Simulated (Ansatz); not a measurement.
Molecule: AlF3 (charge 0, singlet). SMILES: [F][Al]([F])[F]
Coordinates optimised at B3LYP-D3(BJ)/def2-TZVP (Ansatz, a quantum-chemistry and plane-wave program):
```xyz
4

Al     0.0000     0.0000     0.0000
F     -0.0003     1.6340     0.0254
F      1.4150    -0.8162    -0.0451
F     -1.4147    -0.8178     0.0197
```

HF/STO-3G beside other levels, property by property. Terms: 6-31G* and kin with 6d, 5d where marked; no dispersion term unless named; atomisation electronic, to ground-state atoms; valence correlation only; LANL2DZ with its own core potentials from Na on; open shells spin-unrestricted; non-relativistic; no spin-orbit coupling. CBS marks a two-point X^-3 extrapolation of the correlation energy; Hartree-Fock from the larger set. First-principles rows: single points at B3LYP-D3(BJ) geometries (Ansatz), with unscaled harmonic terms from B3LYP/6-31G* (Ansatz) at its own minima, enthalpies of formation by atomisation with measured atoms.

Measured values: G2/97 table in ASE (Curtiss et al.); they hold spin-orbit and core effects, anharmonicity. For [F][Al]([F])[F] (enthalpy of formation at 298 K) the tabulated value and CCSD(T)/CBS(cc-pV(T+d)Z,cc-pV(Q+d)Z) (Ansatz) part by 4.2 kcal/mol: another conformer or state, missing terms or a fault of the table's entry are possible. Coupled cluster (Ansatz) is a level with limits of its own, used here on species with T1 under 0.025 (0.045 for open shells) and stable references: CCSD(T)/CBS(cc-pV(T+d)Z,cc-pV(Q+d)Z).

| property | HF/STO-3G (Ansatz) | B3LYP/LANL2DZ (Ansatz) | B3LYP/6-31G* (Ansatz) | wB97X-V/def2-TZVPD (Ansatz) | to compare with |
|---|---|---|---|---|---|
| enthalpy of formation at 298 K (kcal/mol) | -131.6 | -215.0 | -273.5 | -283.1 | -289.0 measured |
| atomisation energy (kcal/mol) | 269.4 | 352.8 | 411.3 | 420.9 | 430.9 coupled cluster |
| Al-F bond dissociation enthalpy at 298 K, to [F][Al][F] + F atom (kcal/mol) | 98.1 | 127.9 | 150.2 | 153.3 | 157.2 coupled cluster |

As the rows show:
- enthalpy of formation at 298 K: HF/STO-3G lies 157.4 kcal/mol above the measured value.
- atomisation energy: HF/STO-3G lies 161.5 kcal/mol below coupled cluster.
- Al-F bond dissociation enthalpy at 298 K, to [F][Al][F] + F atom: HF/STO-3G lies 59.1 kcal/mol below coupled cluster.

The properties are those with a value to compare with, at most eight drawn at random. No case is left out for the size of its miss. Left out are saddle points of the reference geometry, anions that the best level run finds unbound, excited spin states, species near biochemistry, 298 K rows of species without real B3LYP wavenumbers, cases with under five habitual levels, runs that failed or that the program found above a lower state of the same kind, table entries that another table contradicts, and a share of species set aside by lot.
